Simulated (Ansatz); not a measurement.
**SiNHO (quintet): wave-function methods side by side, def2-TZVPP**

An exercise on one series of results from a longer session: the logs are not shown, and one member is left open.

Program: Ansatz 0.2.0, Gaussian basis. Level of theory: def2-TZVPP, core rule «outside noble gas», up to 7 orbitals frozen. These are calculated values, not measurements.

Plan: UHF; ROHF; CCSD(T) on UHF.

2 further runs of the same task are left out: 2 set aside as unsound or not needed.

### The system

The geometry is a PBE0/def2-TZVP stationary point (not a proven minimum) of the parent state, kept for this charge and spin.

4 atoms, charge 0, spin multiplicity 5.

Atoms are counted from 1 here; the program's logs count them from 0.

Bond lengths: O1–N2 1.340 Å, O1–H4 0.970 Å, N2–Si3 1.779 Å. Angles: N2–O1–H4 105.4°, O1–N2–Si3 115.0°.

Set-up of the first run:

in.yaml

```yaml
crystal:
  periodic: [false, false, false]
  atoms:
    - {symbol: O, position_ang: [0.000000, 0.337434, 1.469190]}
    - {symbol: N, position_ang: [0.000000, -0.573001, 0.485749]}
    - {symbol: Si, position_ang: [0.000000, 0.099776, -1.161533]}
    - {symbol: H, position_ang: [0.000000, -0.173786, 2.294129]}
basis:
  gaussian: {orbitals: def2-TZVPP}
magnetization: {spin_polarized: true, initial_magnetization: 4}
hamiltonian: {xc: hf}
output: {orbitals: {seedname: orbitals}}
```

Command:

```sh
$ ansatz run in.yaml --threads 1 --pin off --events-out ev --progress --plain --max-ram 4096MiB --backend cpu
```

Steps of the session up to this table: UHF; ROHF; CCSD(T) on UHF.

One of the session's tables, all rows but one given; the rest of the session is left out.

It belongs to the step «Misses and costs». 

```
  method  from UCCSD(T) (meV)
    ROHF                    ?
     UHF             +13832.7
    UMP2              +1371.2
   UCCSD               +617.8
UCCSD(T)                    0
```

Estimate the missing values for ROHF.

**Answer.** from UCCSD(T) (meV): +14089.5. In the column «from UCCSD(T) (meV)» it is the highest.
